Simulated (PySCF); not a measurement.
Numbering as in the mapped SMILES `[Cl:1][c:2]1[cH:3][nH:4][cH:5][n:6]1`. Hydrogens are named by the atom that carries them.

GIAO PBE0/pcSseg-1 shifts (PySCF, gas phase, non-relativistic, equivalent atoms averaged), each against references optimised in the same way as the molecule (HCl, TMS, NH3).

On the GFN2-xTB geometry: Cl1 163, C2 142.7, C5 134.4, C3 116.0, N6 305.1, N4 178.7, H(N4) 8.34, H(C5) 7.23, H(C3) 6.83 ppm.

Problem. What changes on the PBE0-D3(BJ)/def2-SVP geometry?

Solution. 
```csv
atoms,δ (ppm),change
Cl1,167,+4
C2,141.4,-1.3
C5,133.8,-0.6
C3,115.1,-0.9
N6,303.2,-1.9
N4,180.9,+2.2
H(N4),8.03,-0.31
H(C5),7.16,-0.07
H(C3),6.81,-0.02
```

Bonds between heavy atoms that differ most (equivalent bonds averaged): Cl1–C2 1.700 → 1.714 Å, C5–N6 1.303 → 1.311 Å, C2–C3 1.370 → 1.377 Å, N4–C5 1.352 → 1.358 Å, C3–N4 1.367 → 1.372 Å. Mean change of bonds to hydrogen: C–H +0.018 Å, N–H +0.005 Å.
